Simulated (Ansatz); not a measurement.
Ansatz (a program for electronic structure) input (RPA@PBE/cc-pVTZ):

Ansatz 0.2 input:
```yaml
crystal:
  periodic: [false, false, false]
  atoms:
    - {symbol: F, position_ang: [-0.00000000, -0.00000000, -0.10164744]}
    - {symbol: H, position_ang: [0.00000000, 0.00000000, 0.91482694]}
basis:
  gaussian:
    orbitals: cc-pVTZ
hamiltonian:
  xc: pbe
total_charge: 1
magnetization: {spin_polarized: true, initial_magnetization: 1}
correlation: {method: rpa, electrons: outside_noble_gas}
```

Output:

```
Functional definition: PBE
integrals: 0.01 GiB planned
265 factors; integrals over basis functions are off by at most 1.5e-3 eV
mean field: 0.08 GiB planned
mean field evaluation 1: about -2709.3377 eV, gradient 5.1e1 eV
mean field evaluation 2: about -2709.3301 eV, gradient 5.1e1 eV
mean field evaluation 4: about -2715.6039 eV, gradient 3.9e0 eV
mean field evaluation 8: about -2715.6601 eV, gradient 9.3e-3 eV
mean field evaluation 16: about -2715.4038 eV, gradient 1.1e1 eV
mean field -2715.66011782 eV, -99.7986685894 hartree, gradient 9.9e-7 eV, S^2 0.751673; 2 other end points of the search recorded, 0 dependent functions left out
1 core orbitals not correlated
reference -2708.28565681 eV, -99.5276621456 hartree; 4, 3 occupied and 39, 40 virtual orbitals, 265 factors
Total energy: -2717.68463804 eV, -99.8730683353 hartree
```
